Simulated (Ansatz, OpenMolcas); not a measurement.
## From Ansatz to OpenMolcas

Ansatz 0.2.0 runs this on BH3S (SMILES BS):

run.yaml:
```yaml
crystal:
  periodic: [false, false, false]
  atoms:
    - {symbol: B, position_ang: [-0.392100, -0.421000, 0.088100]}
    - {symbol: S, position_ang: [0.161700, 1.236900, -0.154300]}
    - {symbol: H, position_ang: [-1.562900, -0.556400, 0.264200]}
    - {symbol: H, position_ang: [0.367100, -1.337600, 0.074200]}
    - {symbol: H, position_ang: [1.476100, 1.004400, -0.313600]}
basis:
  gaussian: {orbitals: STO-3G}
hamiltonian: {xc: r2scan}
accuracy: high
```

```bash
$ ansatz run run.yaml --threads 1 --pin off --max-ram 2610MiB --events-out events.jsonl --progress --plain --runs-dir runs
```

The coordinates come from a PBE0-D4/def2-TZVP relaxation.

It gives a total energy of -420.095625 Eh.

Task: Write the same calculation for OpenMolcas 26.06 as an input file of the program's own.

Result: For example:

geom.xyz:
```
5

B     -0.392100    -0.421000     0.088100
S      0.161700     1.236900    -0.154300
H     -1.562900    -0.556400     0.264200
H      0.367100    -1.337600     0.074200
H      1.476100     1.004400    -0.313600
```

test.input:
```
&GATEWAY
  BasLib=$CurrDir
  Coord=geom.xyz
  Basis=STO-3G
  Group=NoSym

&SEWARD
  GridInput
  Grid=UltraFine
  End of Grid

&SCF
  KSDFT=2
  1.0 MGGA_X_R2SCAN
  1.0 MGGA_C_R2SCAN
  Thresholds=1e-10 1e-07 1e-07 1e-05
  PrOrbitals=1 1
```

```bash
$ export MOLCAS_MEM=1860
$ pymolcas test.input > test.log
```

(Basis files named in the input come from the Basis Set Exchange and aren't shown.)

Its energy is -420.095653 Eh, 0.028 mEh from the first.
